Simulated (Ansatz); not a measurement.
**AlS (quartet): the correlation ladder, def2-TZVPP**

One table from this session's results is given with a row withheld; the runs are named, their logs left out.

The runs use Ansatz 0.2.0, Gaussian basis; def2-TZVPP, core rule «outside noble gas», up to 10 orbitals frozen.

To be run: UHF; ROHF; CCSD(T) on UHF.

2 further runs of the same task are left out: 2 set aside as unsound or not needed.

## What is computed

The geometry is a PBE0/def2-TZVP stationary point (not a proven minimum) of the parent state, kept for this charge and spin.

2 atoms, charge 0, spin multiplicity 4.

Atoms are counted from 1 here; the program's logs count them from 0.

Bond lengths: Al1–S2 2.032 Å.

The first run:

in.yaml

```yaml
crystal:
  periodic: [false, false, false]
  atoms:
    - {symbol: Al, position_ang: [0.000000, 0.000000, 0.000000]}
    - {symbol: S, position_ang: [0.000000, 0.000000, 2.031600]}
basis:
  gaussian: {orbitals: def2-TZVPP}
magnetization: {spin_polarized: true, initial_magnetization: 3}
hamiltonian: {xc: hf}
output: {orbitals: {seedname: orbitals}}
```

On the command line:

```console
ansatz run in.yaml --threads 1 --pin off --events-out ev --progress --plain --max-ram 4096MiB --backend cpu
```

Steps of the session up to this table: UHF; ROHF; CCSD(T) on UHF.

One of the session's tables, all rows but one given; the rest of the session is left out.

```
  method  from UCCSD(T) (meV)
    ROHF              +5729.0
     UHF              +5561.8
    UMP2                    ?
   UCCSD               +251.1
UCCSD(T)                    0
```

Q: Estimate the row for UMP2 from the others.

**Answer.** from UCCSD(T) (meV): +978.2. In the column «from UCCSD(T) (meV)» it lies between UCCSD (+251.1) and UHF (+5561.8).
